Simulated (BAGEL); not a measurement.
**HF/6-31G(d) (density fitting with cc-pvqz-jkfit, spherical functions) run of CH8Si2 (SMILES [SiH3]C[SiH3])**

What is the energy change on altering one bond length of CH8Si2 at HF/6-31G* (density fitting with cc-pvqz-jkfit, spherical functions)? 

The calculation is run with BAGEL 1.2.2.

1 further run of the same task is left out (set aside as unsound or not needed).

### 1 The molecule

CH8Si2: 11 atoms, total charge 0, spin state singlet. As SMILES, `[SiH3]C[SiH3]`. The shape is that of a PBE0-D4/def2-TZVP optimisation.

Bond lengths: Si1–C2 1.872 Å, C2–Si3 1.872 Å, Si1–H4 1.488 Å, Si1–H5 1.487 Å, Si1–H6 1.487 Å, C2–H7 1.095 Å, C2–H8 1.095 Å, Si3–H9 1.487 Å, Si3–H10 1.487 Å, Si3–H11 1.488 Å. Some angles: Si1–C2–Si3 114.4°, Si1–C2–H7 108.8°, Si1–C2–H8 108.8°, Si3–C2–H7 108.8°, Si3–C2–H8 108.8°, C2–Si1–H4 111.1°, C2–Si1–H5 110.2°, C2–Si1–H6 110.2°, C2–Si3–H9 110.2°, C2–Si3–H10 110.2°.

### 2 The energy at HF/6-31G(d) (density fitting with cc-pvqz-jkfit, spherical functions)

Contents of calc.json:

```json
{ "bagel" : [

{
  "title" : "molecule",
  "basis" : "6-31gs.json",
  "df_basis" : "cc-pvqz-jkfit",
  "angstrom" : true,
  "geometry" : [
    { "atom" : "Si", "xyz" : [      -1.158980,       1.034720,      -0.344660 ] },
    { "atom" : "C", "xyz" : [      -0.286340,      -0.621440,      -0.365590 ] },
    { "atom" : "Si", "xyz" : [       1.335180,      -0.652340,       0.569590 ] },
    { "atom" : "H", "xyz" : [      -2.435800,       0.976800,      -1.106490 ] },
    { "atom" : "H", "xyz" : [      -0.293510,       2.078920,      -0.955560 ] },
    { "atom" : "H", "xyz" : [      -1.463790,       1.436810,       1.054620 ] },
    { "atom" : "H", "xyz" : [      -0.954100,      -1.377620,       0.060730 ] },
    { "atom" : "H", "xyz" : [      -0.099440,      -0.908830,      -1.405770 ] },
    { "atom" : "H", "xyz" : [       1.110650,      -0.304370,       1.998260 ] },
    { "atom" : "H", "xyz" : [       2.282060,       0.336720,      -0.011600 ] },
    { "atom" : "H", "xyz" : [       1.964060,      -1.999380,       0.506460 ] }
  ]
},

{ "title" : "hf", "charge" : 0 },

{ "title" : "print", "file" : "orbitals.molden", "orbitals" : true }

]}
```

The basis set 6-31G* is read from a file made from the Basis Set Exchange's data (not shown).

The run is started by

```console
$ BAGEL_NUM_THREADS=1 BAGEL calc.json > calc.out
```

What it wrote:

```text
* using 1 threads per process

  ===============================================================
  ===============================================================

  *** Geometry ***

  { "atom" : "Si", "xyz" : [     -2.190155,      1.955337,     -0.651313 ] },
  { "atom" : "C", "xyz" : [     -0.541104,     -1.174351,     -0.690865 ] },
  { "atom" : "Si", "xyz" : [      2.523125,     -1.232744,      1.076369 ] },
  { "atom" : "H", "xyz" : [     -4.602995,      1.845884,     -2.090963 ] },
  { "atom" : "H", "xyz" : [     -0.554654,      3.928589,     -1.805747 ] },
  { "atom" : "H", "xyz" : [     -2.766162,      2.715177,      1.992943 ] },
  { "atom" : "H", "xyz" : [     -1.802988,     -2.603325,      0.114763 ] },
  { "atom" : "H", "xyz" : [     -0.187914,     -1.717440,     -2.656520 ] },
  { "atom" : "H", "xyz" : [      2.098824,     -0.575176,      3.776164 ] },
  { "atom" : "H", "xyz" : [      4.312468,      0.636309,     -0.021921 ] },
  { "atom" : "H", "xyz" : [      3.711535,     -3.778281,      0.957071 ] },

  Number of auxiliary basis functions:      810

  Since a DF basis is specified, we compute 2- and 3-index integrals:
    o Being stored without compression. Storage requirement is 0.028 GB

  Number of basis functions:       66
  Number of electrons      :       42

    * METHOD: MOLECULE                             0.82

  *** RHF ***

  === Nuclear Repulsion ===
   151.5299506615

      * DIIS with orbital gradients will be used.

  === RHF iteration (6-31gs.json) ===
      0       -620.27243370          0.01278822           0.13
      1       -620.33834500          0.00487969           0.12
      2       -620.34744380          0.00160117           0.11
      3       -620.34860792          0.00012481           0.12
      4       -620.34861963          0.00003450           0.11
      5       -620.34862053          0.00000636           0.09
      6       -620.34862057          0.00000163           0.09
      7       -620.34862057          0.00000022           0.09
      8       -620.34862057          0.00000004           0.09
      9       -620.34862057          0.00000001           0.09
    * SCF iteration converged.

    * Permanent dipole moment:
           (    0.123851,     0.268836,     0.158132) a.u.

    * METHOD: HF                                   1.34

    * METHOD: PRINT                                0.01

  ===============================================================
```

Wall time 4.8 s (1 thread of Intel Xeon 6975P-C (Granite Rapids), shared host); peak memory 0.14 GiB.

### 3 The distorted shape

Contents of hf.json:

```json
{ "bagel" : [

{
  "title" : "molecule",
  "basis" : "6-31gs.json",
  "df_basis" : "cc-pvqz-jkfit",
  "angstrom" : "true",
  "geometry" : [
    { "atom" : "Si", "xyz" : [   -0.793215,    0.552222,   -2.023762 ] },
    { "atom" : "C", "xyz" : [    0.079425,   -1.103938,   -2.044692 ] },
    { "atom" : "Si", "xyz" : [    1.700945,   -1.134838,   -1.109512 ] },
    { "atom" : "H", "xyz" : [   -2.070035,    0.494302,   -2.785592 ] },
    { "atom" : "H", "xyz" : [    0.072255,    1.596422,   -2.634662 ] },
    { "atom" : "H", "xyz" : [   -1.463790,    1.436810,    1.054620 ] },
    { "atom" : "H", "xyz" : [   -0.588335,   -1.860118,   -1.618372 ] },
    { "atom" : "H", "xyz" : [    0.266325,   -1.391328,   -3.084872 ] },
    { "atom" : "H", "xyz" : [    1.476415,   -0.786868,    0.319158 ] },
    { "atom" : "H", "xyz" : [    2.647825,   -0.145778,   -1.690702 ] },
    { "atom" : "H", "xyz" : [    2.329825,   -2.481878,   -1.172642 ] }
  ]
},
{
  "title" : "hf",
  "charge" : 0
},
{
  "title" : "print",
  "file" : "orbitals.molden",
  "orbitals" : "true"
}

]}
```

The basis set 6-31G* is read from a file made from the Basis Set Exchange's data (not shown).

The run is started by

```console
$ BAGEL_NUM_THREADS=1 BAGEL hf.json > hf.out
```

What it wrote:

```text
* using 1 threads per process

  ===============================================================
  ===============================================================

  *** Geometry ***

  { "atom" : "Si", "xyz" : [     -1.498959,      1.043548,     -3.824356 ] },
  { "atom" : "C", "xyz" : [      0.150091,     -2.086140,     -3.863908 ] },
  { "atom" : "Si", "xyz" : [      3.214320,     -2.144533,     -2.096674 ] },
  { "atom" : "H", "xyz" : [     -3.911799,      0.934095,     -5.264006 ] },
  { "atom" : "H", "xyz" : [      0.136542,      3.016800,     -4.978790 ] },
  { "atom" : "H", "xyz" : [     -2.766162,      2.715177,      1.992943 ] },
  { "atom" : "H", "xyz" : [     -1.111792,     -3.515114,     -3.058280 ] },
  { "atom" : "H", "xyz" : [      0.503281,     -2.629229,     -5.829563 ] },
  { "atom" : "H", "xyz" : [      2.790020,     -1.486965,      0.603121 ] },
  { "atom" : "H", "xyz" : [      5.003664,     -0.275480,     -3.194964 ] },
  { "atom" : "H", "xyz" : [      4.402731,     -4.690070,     -2.215972 ] },

  Number of auxiliary basis functions:      810

  Since a DF basis is specified, we compute 2- and 3-index integrals:
    o Being stored without compression. Storage requirement is 0.028 GB

  Number of basis functions:       66
  Number of electrons      :       42

    * METHOD: MOLECULE                             0.84

  *** RHF ***

  === Nuclear Repulsion ===
   147.5669417800

      * DIIS with orbital gradients will be used.

  === RHF iteration (6-31gs.json) ===
      0       -620.03636709          0.01323036           0.12
      1       -620.13232747          0.00565049           0.11
      2       -620.14949545          0.00149159           0.11
      3       -620.15091764          0.00026262           0.11
      4       -620.15095455          0.00007950           0.12
      5       -620.15095933          0.00002055           0.11
      6       -620.15095975          0.00000638           0.11
      7       -620.15095979          0.00000186           0.13
      8       -620.15095980          0.00000043           0.12
      9       -620.15095980          0.00000015           0.11
     10       -620.15095980          0.00000004           0.11
     11       -620.15095980          0.00000001           0.12
    * SCF iteration converged.

    * Permanent dipole moment:
           (   -0.272868,     0.759411,     1.383668) a.u.

    * METHOD: HF                                   1.71

    * METHOD: PRINT                                0.01

  ===============================================================
```

Wall time 4.8 s (1 thread of Intel Xeon 6975P-C (Granite Rapids), shared host); peak memory 0.13 GiB.

### 4 What came out

Level: HF/6-31G* (density fitting with cc-pvqz-jkfit, spherical functions).

```
                                                          quantity          value
                                         first shape: total energy  -620.34862 Eh
                                        first shape: dipole moment         0.85 D
                                          first shape: HOMO energy      -11.78 eV
                                          first shape: LUMO energy        3.81 eV
                                        first shape: HOMO–LUMO gap       15.59 eV
                                     distorted shape: total energy  -620.15096 Eh
                                    distorted shape: dipole moment         4.07 D
                                      distorted shape: HOMO energy       -7.67 eV
                                      distorted shape: LUMO energy       -0.42 eV
                                    distorted shape: HOMO–LUMO gap        7.25 eV
energy change with the Si1–H6 bond stretched from 1.487 to 3.272 Å       5.379 eV
```

**Reading.** One bond (distorted shape) is far stretched, which a spin-restricted single reference describes badly; a broken-symmetry solution may lie lower. With the Si1–H6 bond stretched from 1.487 to 3.272 Å the energy rises by 5.38 eV (519 kJ/mol). The first shape isn't relaxed at this level, so the change isn't measured from a minimum. A restricted reference can't describe the breaking bond well at this length.
